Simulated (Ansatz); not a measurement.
Ansatz (an electronic-structure program) input (PBE/def2-TZVP):

Ansatz 0.2 input:
```yaml
crystal:
  periodic: [false, false, false]
  atoms:
    - {symbol: O, position_ang: [-0.01015087, 1.07558797, -0.21689088]}
    - {symbol: O, position_ang: [0.00927284, 0.00110539, 0.42846783]}
    - {symbol: O, position_ang: [0.00087803, -1.07669336, -0.21157695]}
basis:
  gaussian:
    orbitals: def2-TZVP
hamiltonian:
  xc: {name: PBE}
relax: {f_tol: 0.003, max_steps: 100}
```

Output:

```
Functional definition: PBE
integrals: 0.01 GiB planned
453 factors; their error is unknown
mean field: 0.17 GiB planned
mean field evaluation 1: about -6127.5171 eV, gradient 5.2e1 eV
mean field evaluation 2: about -6109.8992 eV, gradient 1.2e2 eV
mean field evaluation 4: about -6131.3329 eV, gradient 3.9e0 eV
mean field evaluation 8: about -6131.3518 eV, gradient 4.9e-2 eV
mean field evaluation 16: about -6131.3518 eV, gradient 6.6e-5 eV
mean field -6131.35183979 eV, -225.3230241328 hartree, gradient 6.6e-5 eV, S^2 0.000000; 0 other end points of the search recorded, 0 dependent functions left out
the calculation of the forces begins
reference -6131.35185664 eV, -225.3230247521 hartree; 12, 12 occupied and 81, 81 virtual orbitals, 453 factors
relax step   1: F+E_penalty+E_count = -6131.35183979 eV  Δ(F+E_penalty+E_count) = +0.000e0 eV  max|allowed force component| = 1.010e0 eV/Å  Δτ_max = 0.0000 Å  (27 SCF iters, accepted)
these checks for a lower state are left out or cut short: starts, cluster_reference, orbital_swaps, neighbouring_geometries, increment
integrals: 0.01 GiB planned
453 factors; their error is unknown
mean field: 0.17 GiB planned
mean field -6131.36873511 eV, -225.3236450244 hartree, gradient 1.7e-5 eV, S^2 0.000000; 0 other end points of the search recorded, 0 dependent functions left out
the calculation of the forces begins
reference -6131.36875201 eV, -225.3236456455 hartree; 12, 12 occupied and 81, 81 virtual orbitals, 453 factors
relax step   2: F+E_penalty+E_count = -6131.36873511 eV  Δ(F+E_penalty+E_count) = -1.690e-2 eV  max|allowed force component| = 4.536e-1 eV/Å  Δτ_max = 0.0100 Å  (31 SCF iters, accepted)
these checks for a lower state are left out or cut short: starts, cluster_reference, orbital_swaps, neighbouring_geometries, increment
integrals: 0.01 GiB planned
453 factors; their error is unknown
mean field: 0.17 GiB planned
mean field evaluation 32: about -6131.3726 eV, gradient 1.7e-5 eV
mean field -6131.37256347 eV, -225.3237857138 hartree, gradient 1.7e-5 eV, S^2 0.000000; 0 other end points of the search recorded, 0 dependent functions left out
the calculation of the forces begins
reference -6131.37258040 eV, -225.3237863361 hartree; 12, 12 occupied and 81, 81 virtual orbitals, 453 factors
relax step   3: F+E_penalty+E_count = -6131.37256347 eV  Δ(F+E_penalty+E_count) = -3.828e-3 eV  max|allowed force component| = 3.436e-2 eV/Å  Δτ_max = 0.0067 Å  (31 SCF iters, accepted)
these checks for a lower state are left out or cut short: starts, cluster_reference, orbital_swaps, neighbouring_geometries, increment
integrals: 0.01 GiB planned
453 factors; their error is unknown
mean field: 0.17 GiB planned
mean field -6131.37257722 eV, -225.3237862193 hartree, gradient 1.7e-5 eV, S^2 0.000000; 0 other end points of the search recorded, 0 dependent functions left out
the calculation of the forces begins
reference -6131.37259416 eV, -225.3237868416 hartree; 12, 12 occupied and 81, 81 virtual orbitals, 453 factors
relax step   4: F+E_penalty+E_count = -6131.37257722 eV  Δ(F+E_penalty+E_count) = -1.375e-5 eV  max|allowed force component| = 2.910e-3 eV/Å  Δτ_max = 0.0004 Å  (33 SCF iters, accepted)
integrals: 0.01 GiB planned
453 factors; their error is unknown
mean field: 0.17 GiB planned
mean field evaluation 64: about -6131.3726 eV, gradient 1.7e-5 eV
mean field -6131.37257722 eV, -225.3237862193 hartree, gradient 1.7e-5 eV, S^2 0.000000; 1 other end points of the search recorded, 0 dependent functions left out
the calculation of the forces begins
reference -6131.37259416 eV, -225.3237868416 hartree; 12, 12 occupied and 81, 81 virtual orbitals, 453 factors
Total energy: -6131.37259416 eV, -225.3237868416 hartree
Atom 0 at    -0.010313     1.092069    -0.220509 Å, force    -0.000028    -0.000643    -0.001454 eV/Å
Atom 1 at     0.009428     0.001124     0.435623 Å, force     0.000063     0.000008     0.002910 eV/Å
Atom 2 at     0.000885    -1.093193    -0.215114 Å, force    -0.000035     0.000636    -0.001457 eV/Å
Dipole moment:     0.002797     0.000333     0.129234 e Å
```
